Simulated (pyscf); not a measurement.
This saddle point was located with ωB97X-D3(BJ)/def2-SVP in PySCF.

```xyz
7

O     -1.3118     0.2266     0.8277
B     -0.8092    -0.5131    -0.4041
O     -0.0165    -0.2761    -1.3191
H     -0.6587     0.5988     1.4330
O     -1.7126    -1.6735    -0.0123
H     -1.9029    -0.8405     0.8589
H     -2.3120    -2.0292    -0.6799
```
Charge 0, spin multiplicity 1.

Surface: singlet, charge 0. Lowest wavenumbers (cm⁻¹): 1381i, 376, 421, 462, 481.

Q: Name the species on either side of this saddle.

A: water (H₂O) + O=B–OH ⇌ O=B–OH + water (H₂O), a four-centre exchange read from left to right: H–O, B–O broken and B–O, H–O formed. At CCSD(T)/def2-TZVPP + ΔMP2(QZVPP) it lies +91.4 kJ/mol from the left side and +91.4 kJ/mol from the right (each side as separated species at their lowest minima found). On the reactant side the descent ends in an adduct with a B–O contact, 27.0 kJ/mol under the separated species and 106.3 kJ/mol under the saddle at ωB97X-D3(BJ)/def2-TZVP. On the product side the descent ends in an adduct with a B–O contact, 27.0 kJ/mol under the separated species and 106.3 kJ/mol under the saddle at ωB97X-D3(BJ)/def2-TZVP. What is counted as formed (B–O) is already present as a longer contact in the reactant adduct; forming that adduct is a step of its own. What is counted as broken (B–O) persists as a longer contact in the product adduct; parting that adduct is a step of its own. At ωB97X-D3(BJ) the barrier from the zero used here is 79.4 kJ/mol. The same reactants have a lower exit, to HO–B(OH)–OH (barrier +7.4 kJ/mol at ωB97M-D3(BJ), against +79.2 kJ/mol here). One saddle was located; it need not be the lowest between these sides. The CCSD(T) − MP2 part came from Ansatz, without density fitting, on the same reference.
